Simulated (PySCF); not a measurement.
Compound: C5H5S (doublet state).
Bonds: C1–C2, C2–C3 (triple), C3–C4, C4–C5, C4–S6 (double). Hydrogens: H7, H8 on C1; H9, H10, H11 on C5.

Method used: PBE0-D3(BJ)/def2-SVP geometry optimisation, gas phase (PySCF 2.14.0).

**Question.** Give the optimised bond lengths and angles.

**Answer.** 
```tsv
bond	length (Å)
C1–C2	1.345
C2≡C3	1.251
C3–C4	1.383
C4–C5	1.505
C4=S6	1.670
C1–H7	1.095
C1–H8	1.094
C5–H9, C5–H10, C5–H11	1.100
```

Bonds in one row agree within 0.01 Å and their mean is given. A selection of angles:
```tsv
angle	degrees
C2–C1–H7	120.9
C2–C1–H8	121.2
H7–C1–H8	117.9
C1–C2–C3	179.0
C2–C3–C4	179.4
C3–C4–C5	118.5
C3–C4–S6	119.4
C5–C4–S6	122.1
C4–C5–H9	109.5
C4–C5–H11	111.4
H9–C5–H10	108.2
H10–C5–H11	110.1
```

C4 (carbon bonded to 2 C and S) is planar (angles 122.1°, 119.4° and 118.5°, sum 360.0°, 0.01 Å off the plane of its three neighbours). C1 (carbon bonded to C and 2 H) is planar (angles 121.2°, 120.9° and 117.9°, sum 360.0°, 0.00 Å off the plane of its three neighbours). The 4 C–C bonds span 1.251 Å (C2≡C3, drawn triple) to 1.505 Å (C4–C5, drawn single), a spread of 0.254 Å. The 6 heavy atoms lie in one plane (0.003 Å rms).

No PBE0-D3(BJ)/def2-SVP frequencies stand behind this structure, so it isn't proved a minimum. ⟨S²⟩ = 0.826 (exact for a doublet: 0.75).
